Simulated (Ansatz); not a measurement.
C3H6O3, SMILES COCC(=O)O, a single point from an input written key by key

Computed with Ansatz 0.2.0, Python API.

Typed at the interpreter:
```pycon
>>> import ansatz as az
>>> import numpy as np
>>> import pandas as pd
>>> DECK = """
... crystal:
...   periodic: [false, false, false]
...   atoms:
...     - { symbol: C, position_ang: [0.2987, -1.5635, 0.5259] }
...     - { symbol: O, position_ang: [0.4658, -0.9352, -0.7001] }
...     - { symbol: C, position_ang: [0.6814, 0.4401, -0.5898] }
...     - { symbol: C, position_ang: [-0.5056, 1.3245, -0.1257] }
...     - { symbol: O, position_ang: [-0.4418, 2.3794, 0.4587] }
...     - { symbol: O, position_ang: [-1.7168, 0.7988, -0.4919] }
...     - { symbol: H, position_ang: [-0.5311, -1.2304, 1.0807] }
...     - { symbol: H, position_ang: [0.1789, -2.6419, 0.3791] }
...     - { symbol: H, position_ang: [1.2184, -1.435, 1.1365] }
...     - { symbol: H, position_ang: [0.9943, 0.796, -1.5961] }
...     - { symbol: H, position_ang: [1.5385, 0.6775, 0.0514] }
...     - { symbol: H, position_ang: [-2.3629, 1.4444, -0.1895] }
... basis:
...   gaussian: { orbitals: def2-SVP }
... correlation:
...   method: mp2
...   electrons: outside_noble_gas
... output:
...   forces: true
... """
>>> session = az.Session.from_yaml(DECK)
>>> report = session.plan(threads=1).execute().report

>>> for key in ("converged", "free_energy_ev", "reference_energy_ev", "n_frozen", "n_occupied", "n_virtual"):
...     print(f"{key:22s} {report[key]}")
...
converged              True
free_energy_ev         -9316.381977253954
reference_energy_ev    -9290.351698873068
n_frozen               6
n_occupied             [18, 18]
n_virtual              [90, 90]
>>> symbols = ["C", "O", "C", "C", "O", "O", "H", "H", "H", "H", "H", "H"]
>>> parts = report["correlation"]
>>> for name in ("random_phase", "coupled_cluster", "perturbative"):
...     if name in parts:
...         print(f"{name:16s} {parts[name]['energy']['hartree']:12.7f} Ha")
...
>>> if "second_order" in parts:
...     pair = parts["second_order"]
...     print(f"MP2 same spin {pair['same_spin']['hartree']:.7f} Ha, opposite spin {pair['opposite_spin']['hartree']:.7f} Ha")
...
MP2 same spin -0.2453216 Ha, opposite spin -0.7112735 Ha
>>> state = report["mean_field"]["state"]
>>> print(f"mean field: {state['energy']['hartree']:.7f} Ha, <S^2> = {abs(state['spin_squared']):.4f}, stability: {state.get('stability', {}).get('kind')}")
mean field: -341.4141277 Ha, <S^2> = 0.0000, stability: minimum
>>> print("forces (eV/A)")
forces (eV/A)
>>> for symbol, f in zip(symbols, report["forces_ev_ang"]):
...     print(f"  {symbol:2s} {f[0]:9.4f} {f[1]:9.4f} {f[2]:9.4f}")
...
  C     2.0555   -0.9522   -0.0150
  O    -0.4815    0.5558   -0.6090
  C    -0.0051    0.4549   -0.4708
  C    -0.9515   -0.7181   -0.3114
  O     0.6332   -0.0812   -0.0809
  O     1.2312   -0.3697   -0.1103
  H    -1.5962    0.8425    0.9097
  H    -0.0371   -0.0459   -0.3142
  H    -0.2302    0.0165    0.1048
  H    -0.3835   -0.0612    0.2473
  H     0.0938    0.0424    0.4695
  H    -0.3287    0.3161    0.1803
>>> charges = report["charge_distribution"]
>>> table = pd.DataFrame({"atom": symbols, "mulliken": charges["mulliken_charges_e"], "lowdin": charges["lowdin_charges_e"]})
>>> table.round(3)
   atom  mulliken  lowdin
0     C     0.176   0.093
1     O    -0.423   0.021
2     C     0.194   0.016
3     C     0.164  -0.248
4     O    -0.236   0.041
5     O    -0.249   0.162
6     H     0.015  -0.043
7     H     0.046  -0.010
8     H     0.011  -0.021
9     H     0.075   0.016
10    H     0.038  -0.010
11    H     0.190  -0.016
>>> print("dipole (e A):", np.round(charges["dipole_moment_e_ang"], 4) + 0.0)
dipole (e A): [-0.0514 -0.1254  0.1115]
```

Caveats:
- These settings explore the input space; basis and method may be short of convergence.
- The geometry is a force-field or estimated start, not a minimum of this method, and the basis set is short of its limit.
- The Löwdin charges here are taken after orthogonalising the functions within each atom; they differ from plain Löwdin charges, and their signs can be unphysical.
- Finished in 5.5 s on 1 thread of Arm Neoverse V2 (shared host), peak memory 0.37 GiB.

(Lines on the test bed's own set-up are left out of the output.)
